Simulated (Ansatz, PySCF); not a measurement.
Pair of molecules: C2H4 (SMILES C=C) (first 6 atoms) with C2H4 (SMILES C=C); geometry from NCB31 set.
(charge 0, multiplicity 1):
```xyz
12

C      1.8578     0.4728     0.4724
C      1.8578    -0.4728    -0.4724
H      0.9338     0.8747     0.8741
H      2.7838     0.8717     0.8716
H      2.7838    -0.8717    -0.8716
H      0.9338    -0.8747    -0.8741
C     -1.8578     0.4728    -0.4724
C     -1.8578    -0.4728     0.4724
H     -2.7838     0.8717    -0.8716
H     -0.9338     0.8747    -0.8741
H     -0.9338    -0.8747     0.8741
H     -2.7838    -0.8717     0.8716
```

Counterpoise-corrected where a basis set is named; no monomer relaxation. Rows marked so take none.

Rows in 6-311+G** carry no dispersion term and start afresh at each structure.

Run with Ansatz (a program for electronic structure) with Gaussian orbitals; PySCF for 6-311+G** rows, the dispersion terms. Each number belongs to the level named beside it.

Q: Give the interaction energy at the level revPBE/def2-TZVPPD.

A: 1.1 kcal/mol

Q: What is the computed interaction energy (B3LYP/6-311+G** (no counterpoise))?

A: 0.4 kcal/mol

Q: Estimate the interaction energy that B3LYP-D4/def2-TZVPPD returns for this input.

A: -1.3 kcal/mol
